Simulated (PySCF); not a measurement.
**NH3 (ammonia): levels of theory compared**

Wanted: a comparison of 6 runs (B2PLYP/6-31G, M06-2X/6-31G, PBE/6-31G, CCSDT(Q)/6-31G, CCSDTQ/6-31G, CCSD(T)/6-31G) of NH3 (ammonia). Input form: a Python script.

Program for the calculation: PySCF 2.14.0.

2 further runs of the same task are left out: 2 set aside as unsound or not needed.

## 1. Starting point

The species is NH3 (4 atoms), meant as a singlet with charge 0. SMILES: `N`. The N1–H2 distance was set to 2.835 Å, away from the relaxed value. At this shape a bond of the SMILES string is far longer than usual.

Bond lengths: N1–H3 1.013 Å, N1–H4 1.013 Å. Angles: H3–N1–H4 107.7°.

## 2. A single-point energy at B2PLYP/6-31G (run 1)

File input.xyz:

```xyz
4

N     -1.076312     1.220761    -1.053505
H      0.491930    -0.300470     0.753380
H     -1.900112     0.677311    -1.279915
H     -0.539962     1.336181    -1.904655
```

File calc.py:

```python
from pyscf import gto, dft, mp

system = gto.M(
    atom='input.xyz',
    basis='6-31g',
    verbose=4,
    max_memory=1860,
)

myscf = dft.RKS(system, xc='0.53*HF + 0.47*B88, 0.73*LYP')
myscf.grids.level = 5
myscf.conv_tol = 1e-10
myscf.kernel()
if not myscf.converged:
    myscf = myscf.newton().run(myscf.mo_coeff, myscf.mo_occ)

pt = mp.MP2(myscf, frozen=1).run()
e_tot = myscf.e_tot + 0.27 * pt.e_corr
print('PT2 part  %.8f' % (0.27 * pt.e_corr))
print('E(%s) = %.9f' % ('B2PLYP', e_tot))
```

Command:

```bash
OMP_NUM_THREADS=1 python calc.py
```

Log:

```text
PySCF version 2.14.0

[INPUT] num. atoms = 4
[INPUT] num. electrons = 10
[INPUT] charge = 0
[INPUT] spin (= nelec alpha-beta = 2S) = 0
[INPUT] symmetry False subgroup None
[INPUT] Mole.unit = angstrom
[INPUT] Symbol           X                Y                Z      unit          X                Y                Z       unit  Magmom
[INPUT]  1 N     -1.076312000000   1.220761000000  -1.053505000000 AA   -2.033934904583   2.306903953550  -1.990835920860 Bohr   0.0
[INPUT]  2 H      0.491930000000  -0.300470000000   0.753380000000 AA    0.929612972457  -0.567806008648   1.423681867725 Bohr   0.0
[INPUT]  3 H     -1.900112000000   0.677311000000  -1.279915000000 AA   -3.590691286000   1.279932291155  -2.418688812723 Bohr   0.0
[INPUT]  4 H     -0.539962000000   1.336181000000  -1.904655000000 AA   -1.020380297672   2.525016142847  -3.599276311783 Bohr   0.0

nuclear repulsion = 9.26832926919406
number of shells = 11
number of NR pGTOs = 34
number of NR cGTOs = 15
basis = 6-31g
ecp = {}

[... 59 lines left out ...]
converged SCF energy = -56.1371511384616
[... 1 line left out ...]
******** <class 'pyscf.mp.mp2.RMP2'> ********
nocc = 4, nmo = 14
frozen orbitals 1
E(RMP2) = -56.4482507849205  E_corr = -0.311099646458923
E(SCS-RMP2) = -56.4770261428413  E_corr = -0.339875004379744
E_corr(same-spin) = -0.0385898900434194
E_corr(oppo-spin) = -0.272509756415504
PT2 part  -0.08399690
E(B2PLYP) = -56.221148043
```

Run time: 1.8 s. Hardware: 1 thread of Arm Neoverse V2, shared host; peak memory 0.17 GiB.

## 3. The energy at M06-2X/6-31G (run 2)

File calc.py:

```python
from pyscf import gto, dft

molecule = gto.Mole()
molecule.atom = '''
N     -2.033935     2.306904    -1.990836
H      0.929613    -0.567806     1.423682
H     -3.590691     1.279932    -2.418689
H     -1.020380     2.525016    -3.599276
'''
molecule.basis = '6-31g'
molecule.verbose = 4
molecule.spin = 0
molecule.charge = 0
molecule.max_memory = 1860
molecule.unit = 'bohr'
molecule.build()

ks = dft.RKS(molecule)
ks.xc = 'm06-2x'
ks.conv_tol = 1e-10
ks.grids.level = 5
ks.kernel()
if not ks.converged:
    ks = ks.newton().run(ks.mo_coeff, ks.mo_occ)

e_tot = ks.e_tot
print('Final energy', e_tot)
```

Command:

```bash
OMP_NUM_THREADS=1 python calc.py
```

Log:

```text
PySCF version 2.14.0

[INPUT] num. atoms = 4
[INPUT] num. electrons = 10
[INPUT] charge = 0
[INPUT] spin (= nelec alpha-beta = 2S) = 0
[INPUT] symmetry False subgroup None
[INPUT] Mole.unit = bohr
[INPUT] Symbol           X                Y                Z      unit          X                Y                Z       unit  Magmom
[INPUT]  1 N     -1.076312050493   1.220761024580  -1.053505041879 AA   -2.033935000000   2.306904000000  -1.990836000000 Bohr   0.0
[INPUT]  2 H      0.491930014575  -0.300469995424   0.753380069997 AA    0.929613000000  -0.567806000000   1.423682000000 Bohr   0.0
[INPUT]  3 H     -1.900111848656   0.677310845927  -1.279915099103 AA   -3.590691000000   1.279932000000  -2.418689000000 Bohr   0.0
[INPUT]  4 H     -0.539961842479   1.336180924408  -1.904654835011 AA   -1.020380000000   2.525016000000  -3.599276000000 Bohr   0.0

nuclear repulsion = 9.26832970945865
number of shells = 11
number of NR pGTOs = 34
number of NR cGTOs = 15
basis = 6-31g
ecp = {}

******** <class 'pyscf.dft.rks.RKS'> ********
method = RKS
initial guess = minao
damping factor = 0
level_shift factor = 0
DIIS = <class 'pyscf.scf.diis.CDIIS'>
diis_start_cycle = 1
diis_space = 8
diis_damp = 0
SCF conv_tol = 1e-10
SCF conv_tol_grad = None
SCF max_cycles = 50
direct_scf = True
direct_scf_tol = 1e-13
XC library pyscf.dft.libxc version 7.0.0
    S. Lehtola, C. Steigemann, M. J.T. Oliveira, and M. A.L. Marques.,  SoftwareX 7, 1–5 (2018)
XC functionals = m06-2x
    Y. Zhao and D. G. Truhlar.,  Theor. Chem. Acc. 120, 215 (2008)
    Y. Zhao and D. G. Truhlar.,  Theor. Chem. Acc. 120, 215 (2008)
radial grids:
    Treutler-Ahlrichs [JCP 102, 346 (1995); DOI:10.1063/1.469408] (M4) radial grids

becke partition: Becke, JCP 88, 2547 (1988); DOI:10.1063/1.454033
pruning grids: <function nwchem_prune>
grids dens level: 5
symmetrized grids: False
atomic radii adjust function: <function treutler_atomic_radii_adjust>
small_rho_cutoff = 0
Set gradient conv threshold to 1e-05
Initial guess from minao.
tot grids = 112736
init E= -56.0635257238399
  HOMO = -0.262448353952132  LUMO = -0.187081735065548  gap/eV = 2.05083
cycle= 1 E= -56.0151236722927  delta_E= 0.0484  |g|= 0.599  |ddm|=  1.5
  HOMO = -0.0583278510222371  LUMO = 0.0177517695017615  gap/eV = 2.07023
cycle= 2 E= -55.5187852750528  delta_E= 0.496  |g|= 1.29  |ddm|=  1.9
  HOMO = -0.246094444377678  LUMO = -0.155713163243916  gap/eV = 2.45940
cycle= 3 E= -56.1067993854409  delta_E= -0.588  |g|= 0.535  |ddm|= 1.01
  HOMO = -0.256679812133087  LUMO = -0.144547482427591  gap/eV = 3.05128
cycle= 4 E= -56.2231541861472  delta_E= -0.116  |g|= 0.169  |ddm|= 0.437
  HOMO = -0.281108480728745  LUMO = -0.14524941117665  gap/eV = 3.69691
cycle= 5 E= -56.2220054609179  delta_E= 0.00115  |g|= 0.162  |ddm|= 0.0576
  HOMO = -0.280774193626659  LUMO = -0.143767552358047  gap/eV = 3.72814
cycle= 6 E= -56.2304574928436  delta_E= -0.00845  |g|= 0.0726  |ddm|= 0.0968
  HOMO = -0.281252608059485  LUMO = -0.142338707187636  gap/eV = 3.78004
cycle= 7 E= -56.2323764894992  delta_E= -0.00192  |g|= 0.0126  |ddm|= 0.0597
  HOMO = -0.280928803042576  LUMO = -0.14229880027495  gap/eV = 3.77231
cycle= 8 E= -56.232442518087  delta_E= -6.6e-05  |g|= 0.000961  |ddm|= 0.0123
  HOMO = -0.280739960133292  LUMO = -0.142120700461781  gap/eV = 3.77202
cycle= 9 E= -56.2324453187007  delta_E= -2.8e-06  |g|= 0.00196  |ddm|= 0.00878
  HOMO = -0.280690375417284  LUMO = -0.142074225406371  gap/eV = 3.77194
cycle= 10 E= -56.2324469019832  delta_E= -1.58e-06  |g|= 0.000136  |ddm|= 0.00254
  HOMO = -0.280694627610863  LUMO = -0.142083235289498  gap/eV = 3.77181
cycle= 11 E= -56.2324469091287  delta_E= -7.15e-09  |g|= 3.17e-05  |ddm|= 0.000179
  HOMO = -0.280694889355034  LUMO = -0.142083074478064  gap/eV = 3.77182
cycle= 12 E= -56.2324469095056  delta_E= -3.77e-10  |g|= 5.39e-07  |ddm|= 3.14e-05
  HOMO = -0.280694856997889  LUMO = -0.142083047258997  gap/eV = 3.77182
cycle= 13 E= -56.2324469095057  delta_E= -1.28e-13  |g|= 4.32e-08  |ddm|= 1.38e-06
  HOMO = -0.280694857682981  LUMO = -0.142083059072694  gap/eV = 3.77182
Extra cycle  E= -56.2324469095057  delta_E= -1.42e-14  |g|= 1.13e-07  |ddm|= 1.39e-07
converged SCF energy = -56.2324469095057
Final energy -56.232446909505704
```

It took 2.4 s on 1 thread of Arm Neoverse V2, shared host; peak memory 0.17 GiB.

Runs 3 to 5 aren't shown in full; the table further down has their settings and results.

## 4. The energy at CCSD(T)/6-31G (run 6)

File run.py:

```python
from pyscf import gto, cc

mol = gto.M(
    atom=[
    ('N', (-1.076312, 1.220761, -1.053505)),
    ('H', (0.491930, -0.300470, 0.753380)),
    ('H', (-1.900112, 0.677311, -1.279915)),
    ('H', (-0.539962, 1.336181, -1.904655)),
],
    spin=0,
    max_memory=1860,
    basis='6-31g',
    verbose=3,
)

myscf = mol.RHF()
myscf.conv_tol = 1e-10
myscf.kernel()
if not myscf.converged:
    myscf = myscf.newton().run(myscf.mo_coeff, myscf.mo_occ)

mycc = cc.CCSD(myscf, frozen=1)
mycc.kernel()
e_t = mycc.ccsd_t()
etot = mycc.e_tot + e_t
print('E = %.10f Eh' % etot)
```

Command:

```bash
OMP_NUM_THREADS=1 python run.py
```

Log:

```text
converged SCF energy = -55.860429102863
E(CCSD) = -56.12274992966427  E_corr = -0.2623208268012314
CCSD(T) correction = -0.0186738142950576
E = -56.1414237440 Eh
```

Run time: 0.76 s. Hardware: 1 thread of Arm Neoverse V2, shared host; peak memory 0.12 GiB.

## 5. Overview of the runs

```tsv
run	level	frozen core orbitals	integration grid	energy (Eh)	dipole moment (D) of the reference	HOMO energy (eV)	LUMO energy (eV)	wall time
1	B2PLYP/6-31G	1	5	-56.221148	2.45	-7.41	-3.57	1.8 s
2	M06-2X/6-31G	–	5	-56.232447	2.26	-7.64	-3.87	2.4 s
3	PBE/6-31G	–	5	-56.234860	2.20	-5.89	-5.33	2.8 s
4	CCSDT(Q)/6-31G	1	–	-56.134289	2.79	-8.23	-1.62	1.1 s
5	CCSDTQ/6-31G	1	–	-56.133939	2.79	-8.23	-1.62	64 s
6	CCSD(T)/6-31G	1	–	-56.141424	2.79	-8.23	-1.62	0.76 s
```

## 6. What came out

```
                                         quantity         value
                              run 6: total energy  -56.14142 Eh
      run 6: dipole moment (Hartree–Fock density)        2.79 D
       run 6: HOMO energy (Hartree–Fock orbitals)      -8.23 eV
       run 6: LUMO energy (Hartree–Fock orbitals)      -1.62 eV
     run 6: HOMO–LUMO gap (Hartree–Fock orbitals)       6.61 eV
run 6: correlation energy (1 core orbital frozen)    -281.0 mEh
                            run 6: (T) correction    -18.67 mEh
                             run 6: T1 diagnostic         0.054
```

**Reading.** Over runs 1, 2, 3 the dipole moment (its size) runs from 2.20 D (PBE/6-31G) to 2.45 D (B2PLYP/6-31G). A double hybrid's value is that of its SCF part. Over runs 1, 2, 3 the HOMO–LUMO gap runs from 0.56 eV (PBE/6-31G) to 3.84 eV (B2PLYP/6-31G). Totals of different functionals can't be ranked against each other. In run 6 the T1 diagnostic is large, so a single reference may not serve. In runs 1, 2, 3, 6 a closed-shell determinant meets a far-stretched bond, which it describes badly. All runs together took 73 s, the longest 64 s.
